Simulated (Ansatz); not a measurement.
CaB6-type LaB6, treated with r²SCAN (PAW; Ansatz, a first-principles code).

Run with plane-wave cutoff 560 eV, 14×14×14 k mesh, Fermi–Dirac smearing 0.05 eV, scalar-relativistic PAW data made under PBE.

Results at a series of volumes:

```csv
V (Å³/atom),E − E_lowest (meV/atom)
9.821,9.76
10.025,2.36
10.230,0.00
10.434,2.24
10.639,8.65
```

Problem. What bulk modulus B0 and pressure derivative B′ does a third-order Birch–Murnaghan fit give?

Solution. V0 = 10.229 Å³/atom, B0 = 180 GPa, B′ = 3.7 (fit to the energies at full precision).

Shape and atoms are relaxed at each volume.

Measured, for comparison: bulk modulus 164 ± 2 GPa (room temperature, no zero-point or thermal correction, isothermal; as tabulated in LaB6 under pressure, Phys. Rev. B 80, 172104 (doi 10.1103/PhysRevB.80.172104)); equilibrium volume per atom 10.26 Å³/atom (296 K, no zero-point or thermal correction; as tabulated in Tsubota and Kitagawa (2017), doi:10.1038/s41598-017-15766-y). Computed (rounded) less measured: bulk modulus +10 %, equilibrium volume per atom -0.3 %. A static lattice is as a rule a little smaller and stiffer than an uncorrected measurement, which narrows the difference in the bulk modulus and would widen misses of the other sign.

Note: the bulk modulus comes from volumes at which shape and atoms were relaxed.

Spin–orbit coupling is not included.

Static lattice: no zero-point or thermal effects.
